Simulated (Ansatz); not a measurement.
## [NH2···H···N], quartet along the distance N1-H4

Starting geometry:

```xyz
5

N    -1.0732   -0.0184   -0.0286
H    -1.3705    0.9495   -0.0286
H    -1.3705   -0.4207    0.8517
H    -0.0607   -0.0184   -0.0286
N     1.2748   -0.0184   -0.0286
```

From there H4 is moved from one fragment to the other while all else, the fragments' distance too, stays fixed; atoms are numbered as listed. Energies are in kJ/mol, counted from the starting geometry at the same level. Kohn–Sham curves are unrestricted where that lies lower.

Basis cc-pVDZ; Ansatz 0.2.0. Only valence electrons are correlated (noble-gas cores frozen). R marks a restricted (for open shells ROHF) determinant, U an unrestricted one.

For open shells CISD is restricted-active-space CI with the open shells as a complete middle space.

Full CI isn't at hand for all of this; UCCSDT(Q) serves as the reference, and is uncertain by about the last step of the cluster series. The frozen core follows each run's orbitals, which can shift R against U totals by a few meV.

| distance N1-H4 (Å) | UCCSDT(Q) | curve A | curve B | curve C | curve D |
| --- | --- | --- | --- | --- | --- |
| 0.942 | 5.1 | 5.0 | 12.3 | 1.4 | -8.9 |
| 1.012 | 0.0 | 0.0 | 0.0 | 0.0 | 0.0 |
| 1.055 | 7.0 | 7.1 | 1.7 | 9.7 | 17.0 |
| 1.097 | 18.1 | 18.3 | 7.3 | 23.8 | 39.4 |
| 1.139 | 31.3 | 31.6 | 14.9 | 40.1 | 65.1 |
| 1.181 | 45.0 | 45.4 | 23.6 | 56.1 | 91.5 |
| 1.224 | 58.4 | 58.8 | 32.9 | 68.8 | 114.1 |
| 1.266 | 70.7 | 71.0 | 42.8 | 82.3 | 119.4 |
| 1.308 | 83.0 | 83.2 | 54.4 | 92.8 | 116.9 |

Question: The curves come from B3LYP, CISD, RCCSDT, RHF. Compare each with UCCSDT(Q) and say which is which.

Answer: A: RCCSDT, B: B3LYP, C: CISD, D: RHF. Spread of the error against UCCSDT(Q), over the points where both stand: A 0.5, B 35.7, C 15.4, D 69.7 kJ/mol. 

In so small a basis the reference is far from its limit while semilocal and hybrid functionals are nearer theirs, so the functionals' errors here hold much of the reference's basis and frozen-core error, which can add to them or hide them.
